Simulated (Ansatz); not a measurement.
Born–Oppenheimer molecular dynamics of CH5Al (7 atoms, charge 0, multiplicity 1). It starts at the highest image of a converged band. Of that band: Neighbouring images differ by up to 3.1 eV, so the band resolves the path poorly. A vibrational analysis at the climbing image gives one clearly imaginary mode, 1774i cm⁻¹: a first-order saddle point.

The calculation used Ansatz 0.2.0, RHF/def2-SVP.

```json
{
 "ensemble": "NVE (velocity Verlet)",
 "time step": "0.5 fs",
 "steps asked": "200",
 "starting velocities drawn for": "100 K",
 "seed": "2653"
}
```

First frame:

```xyz
7
Properties=species:S:1:pos:R:3
Al 0.373 -0.049 -0.477
C 1.194 -0.027 1.626
H 0.473 -0.657 2.157
H 2.201 -0.332 1.906
H 1.057 1.024 1.900
H 1.776 -0.450 0.112
H -1.056 0.490 -0.109
```

(1) What does the run give?

(2) What happens to the structure?

(3) How do temperature and energy run in time?

Answers

(1) The run went to its last step.

```yaml
steps_done: 200
time_covered: 100 fs
mean_temperature_over_the_second_half: 3714 K
spread_of_the_potential_energy_over_the_second_half: 61.0 meV per atom
mean_potential_energy_of_the_second_half_above_the_start: -334.1 meV per atom
```

The conserved energy stayed within 3.6 meV per atom of its start (net change -0.27 meV per atom), so there is no drift, though single steps change it by up to 27 meV in the whole system, a sign of fast motions only just resolved. The system heated up, since it started high on the potential surface and ran downhill. A run of 0.1 ps of so small a system gives no equilibrium averages. The orbitals stay closed-shell, which can raise the energy where a bond breaks towards radicals; this wasn't checked here.

(2) The step under study would form C2–H6 and break Al1–C2, Al1–H6. These pairs go: C2–H6 1.68 → 1.31 Å, Al1–C2 2.26 → 6.56 Å, Al1–H6 1.57 → 7.61 Å. In the last frame they stand as after the step (other bonds may differ from the relaxed reactants and products). These pairs come and go: their bonding changes 19 times, last at 100 of 100 fs, so the outcome isn't settled. It ends as AlH + CH4. Pairs count as bonded within 1.25 times the sum of covalent radii (0.12 Å more for H–H). The details hang on the random start.

(3) 
```tsv
time (fs)	T (K)	potential energy less start (eV)	conserved less start (meV/atom)
0.0	100	0.000	0.00
8.0	1001	-0.580	0.41
16.0	2161	-1.331	0.07
24.0	2312	-1.411	2.73
32.0	3315	-2.078	-0.01
40.0	3077	-1.923	0.18
48.0	3980	-2.522	-2.07
56.0	4687	-2.978	-1.92
64.0	2744	-1.705	0.54
72.0	4593	-2.916	-1.72
80.0	3902	-2.469	-1.62
88.0	3426	-2.149	0.13
96.0	3458	-2.169	0.14
```

Run time: 71 s on 1 thread of Arm Neoverse V1, on a shared host, peak memory 0.09 GiB.
